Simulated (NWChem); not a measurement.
**Worked example: vertical ionisation energy of BNH3Cl (SMILES NBCl)**

BNH3Cl: 6 atoms, total charge 0, spin state singlet. SMILES: `NBCl`. Geometry: relaxed at PBE0-D4/def2-TZVP.

Both states at this one shape; open shells run unrestricted unless said. 1 Eh = 27.2114 eV.

| level | program | singlet BNH3Cl (Eh) | doublet BNH3Cl+ (Eh) |
| --- | --- | --- | --- |
| PWB6K-D3(0)/MINI | NWChem | -539.084086 | -538.614677 |
| LCCD/SBKJC-VDZ (core potential) | NWChem | -29.033522 | -28.636252 |

Q: Work out the vertical ionisation energy at each level.

A: 
1. PWB6K-D3(0)/MINI: -538.614677 − (-539.084086) = 0.469409 Eh = 12.77 eV.
2. LCCD/SBKJC-VDZ (core potential): -28.636252 − (-29.033522) = 0.397270 Eh = 10.81 eV.

No measured value is set beside it here; the levels span 10.81 to 12.77 eV. Minimal sets are far from the basis-set limit.
